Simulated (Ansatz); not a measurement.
**AlH4NO: up Jacob's ladder to CCSD(T)**

One table from this session's results is given with a row withheld; the runs are named, their logs left out.

Method: functionals in def2-TZVPP, the program's frozen cores in correlated methods; program: Ansatz 0.2.0, Gaussian basis.

Levels to be run: LDA (SPW92), PBE-D4, revPBE-D4, BLYP-D4, r2SCAN-D4, B97M-V, PBE0-D4, B3LYP-D4, r2SCANh-D4, r2SCAN0-D4, HSE06-D4, BHLYP-D4, CAM-B3LYP-D4, LC-ωPBE, ωB97X-V, ωB97M-V, B2PLYP, PBE-QIDH; CCSD(T)/def2-SVP; CCSD(T)/def2-TZVPP; CCSD(T)/def2-QZVPP; extrapolation to the limit; RPA on PBE.

**The geometry**

All runs share one geometry, relaxed beforehand with PBE0-D4 in a triple-zeta def2 set.

SMILES `[NH2][AlH][OH]`, 7 atoms, charge 0, spin multiplicity 1.

Atoms are counted from 1 here; the program's logs count them from 0.

Bond lengths: N1–Al2 1.760 Å, N1–H4 1.007 Å, N1–H5 1.006 Å, Al2–O3 1.698 Å, Al2–H6 1.579 Å, O3–H7 0.955 Å. Angles: Al2–N1–H4 125.1°, Al2–N1–H5 124.3°, H4–N1–H5 110.6°, N1–Al2–O3 116.8°, N1–Al2–H6 120.8°, O3–Al2–H6 122.4°, Al2–O3–H7 123.2°.

The first run:

in.yaml

```yaml
crystal:
  periodic: [false, false, false]
  atoms:
    - {symbol: N, position_ang: [-1.150270, 0.345954, -0.568743]}
    - {symbol: Al, position_ang: [0.330576, 0.149113, 0.362572]}
    - {symbol: O, position_ang: [1.304554, -1.187509, -0.020806]}
    - {symbol: H, position_ang: [-1.457678, -0.270110, -1.303289]}
    - {symbol: H, position_ang: [-1.808466, 1.095637, -0.436936]}
    - {symbol: H, position_ang: [0.716757, 1.179657, 1.495358]}
    - {symbol: H, position_ang: [2.125727, -1.380742, 0.426044]}
basis:
  gaussian: {orbitals: def2-TZVPP}
hamiltonian: {xc: lda}
output: {orbitals: {seedname: orbitals}}
```

Started as:

```sh
> ansatz run in.yaml --threads 2 --pin off --events-out ev --progress --plain --max-ram 32768MiB --backend cpu
```

Among the steps run: LDA; PBE-D4 (GGA); revPBE-D4 (GGA); BLYP-D4 (GGA); r2SCAN-D4 (meta-GGA); B97M-V (meta-GGA); B3LYP-D4 (hybrid); r2SCANh-D4 (hybrid); r2SCAN0-D4 (hybrid); HSE06-D4 (hybrid); BHLYP-D4 (hybrid); CAM-B3LYP-D4 (range-separated); LC-ωPBE (range-separated); ωB97X-V (range-separated); ωB97M-V (range-separated); B2PLYP (double hybrid); PBE-QIDH (double hybrid).

One of the session's tables, all rows but one given; the rest of the session is left out.

It belongs to the step «Orbital energies across the functionals». 

| functional | HOMO (eV) | gap (eV) |
| --- | --- | --- |
| LDA (SPW92) | -6.15 | 5.36 |
| PBE-D4 | -5.97 | 5.39 |
| revPBE-D4 | -5.91 | 5.42 |
| BLYP-D4 | -5.84 | 5.35 |
| r2SCAN-D4 | -6.26 | 6.09 |
| B97M-V | -6.32 | 5.89 |
| PBE0-D4 | -7.38 | 7.55 |
| B3LYP-D4 | -7.13 | 7.07 |
| r2SCANh-D4 | -6.79 | 6.86 |
| r2SCAN0-D4 | -7.59 | 8.01 |
| HSE06-D4 | -6.97 | 6.78 |
| BHLYP-D4 | -8.69 | 9.57 |
| CAM-B3LYP-D4 | -8.83 | 9.89 |
| LC-ωPBE | ? | ? |
| ωB97X-V | -9.88 | 11.92 |
| ωB97M-V | -9.78 | 11.51 |

Q: Estimate the row for LC-ωPBE from the others.

**Answer.** HOMO (eV): -10.29; gap (eV): 12.44. In the column «HOMO (eV)» it is the lowest.
